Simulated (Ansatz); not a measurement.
How the LO phonon frequency at L of rock-salt TiC moves with the method

No measured value is used here.

| level (code) | value (cm⁻¹) | cell (Å³/atom) |
|---|---|---|
| LDA (Ansatz) | 745 | 9.67 |
| PBE (Ansatz) | [?] | 10.17 |
| revPBE (Ansatz) | 709 | 10.31 |
| RPBE (Ansatz) | 706 | 10.36 |
| PBE-D3(BJ) (Ansatz) | 741 | 9.88 |
| r²SCAN+rVV10 (Ansatz) | 746 | 10.08 |

Task: Some entries are withheld; supply them.

Result: 
- PBE (Ansatz, a quantum-chemistry and plane-wave program), value (cm⁻¹): 717

PBE-D3(BJ): the dispersion coefficients are held fixed in the derivatives. Each level is taken at its own relaxed cell. Cutoffs differ between the levels. Ansatz's density-functional and Hartree–Fock values are scalar-relativistic unless marked +SOC, with PAW data made under PBE.
